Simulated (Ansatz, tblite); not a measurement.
**The cluster Be2Br2+: rung by rung**

Aim: run the doublet of the cluster Be2Br2+ at one geometry on many levels, and compare frontier levels, spin and run time.

Program: Ansatz 0.2.0, Gaussian basis. Level of theory: as each input shows. These are calculated values, not measurements.

The runs, in order: GFN1-xTB, GFN2-xTB, PBE-D4/def2-TZVP, r2SCAN-D4/def2-TZVP, CAM-B3LYP-D4/def2-TZVP, BLYP-D4/def2-TZVP, r2SCANh-D4/def2-TZVP, B2PLYP/def2-TZVP, r2SCAN0-D4/def2-TZVP, PBE+5HF/def2-TZVP, PBE+10HF/def2-TZVP, PBE+15HF/def2-TZVP, PBE+35HF/def2-TZVP, PBE+50HF/def2-TZVP, PBE-D4/def2-SVP, PBE0-D4/def2-SVP, HF/STO-3G, CCSD(T)/def2-TZVPP, MP2/def2-TZVP, RPA/def2-TZVP.

### 1 The structure

The geometry is that of the doublet, from an earlier relaxation (PBE-D4/def2-TZVP). At that level it is the lowest of the isomers that a small search found.

4 atoms, charge 1, spin multiplicity 2.

Bond lengths: Be1–Br3 1.908 Å, Be1–Br4 2.089 Å, Be2–Br4 2.178 Å. Angles: Br3–Be1–Br4 174.3°, Be1–Br4–Be2 99.0°.

Coordinates:

```xyz
4
charge 1, multiplicity 2
Be   -0.2114   -0.7264   -0.4465
Be    0.5761    1.9501    1.2128
Br   -1.1826   -1.0113   -2.0638
Br    0.8178   -0.2124    1.2975
```

The ion is computed in the gas phase, without counter-ions or solvent.

PBE0-D4/def2-TZVP was run before; its log isn't repeated, and its numbers join the tables.

### 2 GFN1-xTB

Tight binding, by tblite at 300 K electronic temperature and without a spin-polarisation term:

```python
tblite.interface.Calculator('GFN1-xTB', numbers, positions, charge=1, uhf=1).singlepoint()
```

Energy -241.2610 eV; 0.008 s.

### 3 GFN2-xTB

Tight binding, by tblite at 300 K electronic temperature and without a spin-polarisation term:

```python
tblite.interface.Calculator('GFN2-xTB', numbers, positions, charge=1, uhf=1).singlepoint()
```

Energy -248.1839 eV; 0.012 s.

### 4 PBE-D4/def2-TZVP

start.molden holds the orbitals of an earlier run on this state, given as this run's starting guess.

Contents of in.yaml:

```yaml
crystal:
  periodic: [false, false, false]
  atoms:
    - {symbol: Be, position_ang: [-0.211415, -0.726392, -0.446486]}
    - {symbol: Be, position_ang: [0.576138, 1.950061, 1.212789]}
    - {symbol: Br, position_ang: [-1.182559, -1.011284, -2.063815]}
    - {symbol: Br, position_ang: [0.817835, -0.212385, 1.297502]}
basis:
  gaussian: {orbitals: def2-TZVP, initial_orbitals: start.molden}
total_charge: 1
magnetization: {spin_polarized: true, initial_magnetization: 1}
hamiltonian: {xc: pbe, dispersion: d4}
scf: {omitted_lower_state_checks: [starts]}
output: {forces: true, orbitals: {seedname: orbitals}}
```

Command:

```
ansatz run in.yaml --threads 4 --pin off --events-out ev --progress --plain --max-ram 3916MiB
```

Further steps of the session: r2SCAN-D4/def2-TZVP; CAM-B3LYP-D4/def2-TZVP; BLYP-D4/def2-TZVP; r2SCANh-D4/def2-TZVP; B2PLYP/def2-TZVP; r2SCAN0-D4/def2-TZVP; PBE+5HF/def2-TZVP; PBE+10HF/def2-TZVP; PBE+15HF/def2-TZVP; PBE+35HF/def2-TZVP; PBE+50HF/def2-TZVP; PBE-D4/def2-SVP; PBE0-D4/def2-SVP; HF/STO-3G; CCSD(T)/def2-TZVPP; MP2/def2-TZVP; RPA/def2-TZVP.

Before running them: what should the planned runs give, taken together? Wanted: gap in def2-TZVP, named functionals, smallest and largest; gap over the share of exact exchange; correlation energy, CCSD(T)/def2-TZVPP; correlation energy, MP2/def2-TZVP; ⟨S²⟩ in def2-TZVP, named functionals, smallest and largest; PBE0 total energy, smallest basis above largest.

As calculated:

| quantity | value |
| --- | --- |
| gap in def2-TZVP, named functionals, smallest and largest | 2.00 eV (BLYP-D4), 5.84 eV (CAM-B3LYP-D4) |
| gap over the share of exact exchange | 2.23 eV at 0, 5.92 eV at 0.5 |
| correlation energy, CCSD(T)/def2-TZVPP | -18.58 eV |
| correlation energy, MP2/def2-TZVP | -17.47 eV |
| ⟨S²⟩ in def2-TZVP, named functionals, smallest and largest | 0.751, 0.751 |
| PBE0 total energy, smallest basis above largest | 18.00 eV (def2-SVP, def2-TZVP) |

What this shows: Over the named functionals in def2-TZVP the gap runs from 2.00 eV (BLYP-D4) to 5.84 eV (CAM-B3LYP-D4); exact exchange widens it. Raising the share of exact exchange from 0 to 0.5 moves the HOMO by -2.11 eV and the LUMO by +1.58 eV.
